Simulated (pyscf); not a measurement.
Elementary routes open to H₃Ge–SnH₃ + hydrogen chloride (HCl) in the gas phase (singlet surface):
A. Cl–SnH₂–GeH₃ + hydrogen (H₂) (H–Sn, Cl–H broken; Cl–Sn, H–H formed)
B. Cl–GeH₂–SnH₃ + hydrogen (H₂) (Ge–H, Cl–H broken; Cl–Ge, H–H formed)

Optimised with ωB97X-D3(BJ)/def2-SVP in PySCF.

Rank the routes by free-energy barrier at 900 K, lowest first, for ωB97M-D3(BJ)/def2-TZVP energies (ideal gas, 1 atm, RRHO with modes under 100 cm⁻¹ raised to 100, one conformer, R ln 2 for chiral ones without a mode under 150 cm⁻¹).

A (240.3 kJ/mol), B (276.9 kJ/mol)

Route A is the fastest of these, ahead of the next by 36.6 kJ/mol. The most stable products are those of A (ΔG = -61.5 kJ/mol), so kinetics and thermodynamics agree. At 298 K A is still the fastest. Only these routes are compared; each barrier is that of the saddle found, and lower ones may exist. Elements up to Kr have no core potential and no relativistic terms here. Elements past Kr carry the def2 core potentials, without spin-orbit coupling.
